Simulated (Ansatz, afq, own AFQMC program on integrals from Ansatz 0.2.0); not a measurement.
# CPO, doublet in cc-pVDZ along one coordinate

| atom | x (Å) | y (Å) | z (Å) |
| --- | --- | --- | --- |
| O | 0.0000 | 0.0000 | 1.3231 |
| C | 0.0000 | 0.0000 | 0.1664 |
| P | 0.0000 | 0.0000 | -1.4895 |

The C2–P3 distance is changed with both sides rigid. Energies in mEh count from this geometry (1.656 Å) at the same level; the start stands on UHF, each point on the determinant named.

Basis cc-pVDZ. Noble-gas cores (and the filled d shells of Ga–Kr and In–Xe) are frozen. AFQMC by an in-house program on the Cholesky factors that Ansatz 0.2.0 writes for its CCSD(T) run. The CISD trial takes its coefficients from CCSD amplitudes. Released means that phaseless walkers are propagated on without the constraint, phases kept. ± is one standard error of the sampling.

Cautions, each for one point or more: a spin-contaminated unrestricted determinant lies lower; higher spins were not checked; unrestricted determinant slightly spin contaminated.

| r(C2–P3) / Å | det. | T1 | weight | ⟨S²⟩ | CCSD | B2PLYP | CCSD(T) |
| --- | --- | --- | --- | --- | --- | --- | --- |
| 1.527 | UHF | 0.024 | 0.84 | 0.81 | 19.7 | 18.5 | 20.8 |
| 1.830 | UHF | 0.025 | 0.83 | 0.78 | 6.6 | 8.1 | 5.8 |
| 2.318 | ROHF | 0.028 | 0.82 | pure | 59.4 | 70.8§ | 61.0 |

(1) Estimate the curve of CCSDT(Q), counted from the same start.

Results:

(1) 
```json
{"r(C2–P3) / Å": "1.527", "det.": "UHF", "T1": "0.024", "weight": "0.84", "⟨S²⟩": "0.81", "CCSDT(Q)": "21.0", "ph-AFQMC/CISD": "19.6 ± 1.4", "released AFQMC": "21.2 ± 2.5*"}
{"r(C2–P3) / Å": "1.830", "det.": "UHF", "T1": "0.025", "weight": "0.83", "⟨S²⟩": "0.78", "CCSDT(Q)": "5.5", "ph-AFQMC/CISD": "3.8 ± 1.7", "released AFQMC": "7.3 ± 3.3*"}
{"r(C2–P3) / Å": "2.318", "det.": "ROHF", "T1": "0.028", "weight": "0.82", "⟨S²⟩": "pure", "CCSDT(Q)": "60.9", "ph-AFQMC/CISD": "57.9 ± 1.6", "released AFQMC": "–"}
```

Weight is that of the determinant in the CISD state; at the start T1 is 0.024 and the weight 0.84, and ⟨S²⟩ is 0.80. An asterisk marks released energies that aren't shown to be converged. A dash marks a missing value, a released energy that hasn't settled or a functional that sits on another state. § marks a functional whose ⟨S²⟩ is too high by over 0.1. Largest departures from CCSDT(Q), at the points where its series has closed: CCSD(T) 0.3 mEh at 1.830 (on UHF), ph-AFQMC/CISD -3.1 mEh at 2.318 (on ROHF) (within the noise), CCSD -1.5 mEh at 2.318 (on ROHF), B2PLYP 2.6 mEh at 1.830. Functionals count only at points shown to share the start's state and spin. In this small basis the wave-function levels are far from their limit, so their gap to the functionals isn't the functionals' error. In total energy ph-AFQMC/CISD lies 95 ± 26 meV above CCSDT(Q) at the start, so its agreement along the curve rests in part on cancellation.

A walk keeps the symmetry of its determinant, which the program's search chose and which needn't be the lowest solution, so a lower state of the same spin and another symmetry isn't excluded.
